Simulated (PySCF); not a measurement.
## Gas-phase XPS of acetyl fluoride, computed

Acetyl fluoride, C₂H₃FO.
SMILES with atom numbers: `[CH3:1][C:2](=[O:3])[F:4]`

Level of theory: delta-SCF UKS SCAN, pcX-2 on the ionised atom, pcseg-1 elsewhere, spin-free X2C in PySCF. Binding energies are ΔSCF values: E(core-ionised, relaxed orbitals) − E(ground state) at a fixed geometry, referred to the vacuum level.

Problem. Give the core binding energies atom by atom.

Solution. 
| atom(s) | environment | level | binding energy (eV) | above the level's lowest (eV) | count |
| --- | --- | --- | --- | --- | --- |
| C1 | methyl carbon next to a carbonyl | C 1s | 292.23 | 0.00 | 1 |
| C2 | acyl halide carbon | C 1s | 296.29 | +4.06 | 1 |
| O3 | carbonyl oxygen | O 1s | 539.14 | 0.00 | 1 |
| F4 | acyl fluorine | F 1s | 693.26 | 0.00 | 1 |

The listed C 1s values span 4.06 eV, from C1 (bonded to C and 3 H) to C2 (bonded to F, O (double bond) and C). Summing the Pauling electronegativity differences to the bonded atoms, each weighted by its formal bond order, gives -1.05 for the lowest site and +3.21 for the highest.

Problem. Which photon wavelength matches the C 1s of C2 threshold?

Solution. λ = hc/E = 12398.42 eV Å / 296.29 eV = 41.846 Å.

Problem. Which photon energy gives electrons from C 1s of C2 a kinetic energy of 200 eV, and what is their de Broglie wavelength?

Solution. hν = 296.29 + 200 = 496.29 eV, recoil neglected; λ = 12.264 Å/√(E/eV) = 0.87 Å.

Geometry: GFN2-xTB; no solvent, vibrations or thermal averaging.
